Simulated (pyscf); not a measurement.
# Elimination: Cl–CH₂–CH₂–Cl (SMILES ClCCCl) → HCl (SMILES Cl) + H₂C=CH–Cl (SMILES C=CCl)

Gas phase, singlet surface, charge 0. Bonds broken: Cl1–C2, C3–H7. Bonds formed: Cl1–H7. Structures and frequencies: ωB97X-D3(BJ)/def2-SVP in PySCF. Correlated levels are frozen-core, on RHF or UHF. ΔMP2 is the change of the MP2 total energy from the triple- to the quadruple-zeta basis.

Transition state (Å):

```xyz
8

Cl     1.1363    -0.7187     0.4987
C     -1.0423     0.4411     0.2289
C     -1.1082     0.1340    -1.1336
Cl    -2.1539    -1.1521    -1.6816
H     -1.5185    -0.1932     0.9806
H     -0.5780     1.3715     0.5629
H      0.0460    -0.3665    -0.8068
H     -0.9150     0.9129    -1.8783
```

One imaginary mode, 1863i cm⁻¹; descent along it reached the two sides named, in the forms told below.

| bond | change | reactant side (Å) | saddle | product side |
|---|---|---|---|---|
| Cl1–C2 | breaks | 1.780 | 2.483 | 3.8 |
| C3–H7 | breaks | 1.099 | 1.300 | 3.2 |
| Cl1–H7 | forms | 2.9 | 1.737 | 1.289 |

Electronic energies relative to the reactant's lowest minimum found (eV):

| level | barrier | reaction energy | reverse barrier |
|---|---|---|---|
| ωB97X-D3(BJ)/def2-TZVP | 3.00 | +1.01 | 1.99 |
| PBE/def2-TZVP | 2.48 | +0.85 | 1.63 |
| r²SCAN/def2-TZVP | 2.63 | +0.91 | 1.72 |
| B3LYP-D3(BJ)/def2-TZVP | 2.67 | +0.83 | 1.84 |
| PBE0-D3(BJ)/def2-TZVP | 2.79 | +1.02 | 1.77 |
| M06-2X/def2-TZVP | 2.96 | +0.94 | 2.02 |
| ωB97M-D3(BJ)/def2-TZVP | 2.87 | +0.88 | 2.00 |
| HF/def2-TZVP | 3.29 | +0.75 | 2.54 |
| MP2/def2-QZVPP | 3.03 | +0.93 | 2.10 |
| CCSD/def2-TZVPP | 3.11 | +0.82 | 2.29 |
| CCSD(T)/def2-TZVPP | 2.98 | +0.82 | 2.16 |
| CCSD(T)/def2-TZVPP + ΔMP2(QZVPP) | 2.94 | +0.84 | 2.11 |

With CCSD(T)/def2-TZVPP + ΔMP2(QZVPP) energies and thermal terms (ideal gas, 1 atm, RRHO with modes under 100 cm⁻¹ raised to 100, one conformer, R ln 2 for chiral ones without a mode under 150 cm⁻¹), in eV:

```json
[
 {"T (K)": "298", "ΔH‡": "2.71", "ΔG‡": "2.68", "ΔH": "+0.65", "ΔG": "+0.19"},
 {"T (K)": "600", "ΔH‡": "2.73", "ΔG‡": "2.64", "ΔH": "+0.67", "ΔG": "-0.29"},
 {"T (K)": "900", "ΔH‡": "2.73", "ΔG‡": "2.59", "ΔH": "+0.66", "ΔG": "-0.77"},
 {"T (K)": "1200", "ΔH‡": "2.73", "ΔG‡": "2.54", "ΔH": "+0.64", "ΔG": "-1.24"}
]
```

On the reactant side the descent ends in a point that may be a rotor saddle (no frequency run), 0.05 eV over the lowest minimum found and 2.95 eV under the saddle at ωB97X-D3(BJ)/def2-TZVP. This is the saddle that the search found; another between the same sides may lie lower. The CCSD(T) − MP2 part came from Ansatz, without density fitting, on the same reference.
